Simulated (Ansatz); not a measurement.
# BClH4O: the cost of one run

All numbers below are computed with Ansatz 0.2.0 (RKS BHLYP-D4/def2-SVP).

**1. The structure to begin with**

Bond lengths: B1–Cl2 2.210 Å, B1–H3 1.190 Å, B1–H4 1.190 Å, B1–O5 1.710 Å, O5–H6 1.010 Å, Cl2–H7 1.346 Å, O5–H7 1.148 Å. Angles: B1–Cl2–H7 63.4°, Cl2–B1–H3 120.0°, Cl2–B1–H4 120.0°, Cl2–B1–O5 71.6°, H3–B1–H4 120.0°, H3–B1–O5 97.0°, H4–B1–O5 101.2°, B1–O5–H6 109.5°, B1–O5–H7 87.0°, H6–O5–H7 140.4°, Cl2–H7–O5 137.9°.

As a file:

```xyz
7

B     0.0000    0.0000    0.0000
Cl    0.0000    0.0000    2.2100
H     1.0305    0.0000   -0.5950
H    -1.0305    0.0000   -0.5950
O     0.0715   -1.6212    0.5392
H    -0.4750   -2.2058   -0.0770
H     0.0530   -1.2026    1.6085
```

**2. A restrained relaxation towards end A**

Springs on the bonds that form and break draw the guess towards this end; the thresholds are loose.

File input.yaml:

```yaml
crystal:
  periodic: [false, false, false]
  atoms:
    - { symbol: B, position_ang: [0.0, 0.0, 0.0] }
    - { symbol: Cl, position_ang: [0.0, 0.0, 2.21] }
    - { symbol: H, position_ang: [1.0305, 0.0, -0.595] }
    - { symbol: H, position_ang: [-1.0305, 0.0, -0.595] }
    - { symbol: O, position_ang: [0.0715, -1.6212, 0.5392] }
    - { symbol: H, position_ang: [-0.475, -2.2058, -0.077] }
    - { symbol: H, position_ang: [0.053, -1.2026, 1.6085] }
basis:
  gaussian: { orbitals: def2-SVP }
hamiltonian:
  xc: { name: BHLYP }
  dispersion: d4
relax:
  f_tol: 0.15
  max_steps: 25
  restrain:
    - { distance: [0, 4], at: 2.61, k: 30.0 }
    - { distance: [6, 1], at: 2.57, k: 30.0 }
    - { distance: [0, 1], at: 1.86, k: 30.0 }
    - { distance: [6, 4], at: 1.01, k: 30.0 }
```

The run is started by

```bash
$ ansatz run input.yaml --threads 1 --pin off --max-ram 2048MiB --backend cpu --events-out ev --progress --plain --runs-dir out
```

Q: Estimate wall time and peak memory on 1 thread of AMD EPYC 9R45 (Zen 5), shared host.

About 7.7 s, with a peak of 0.15 GiB.
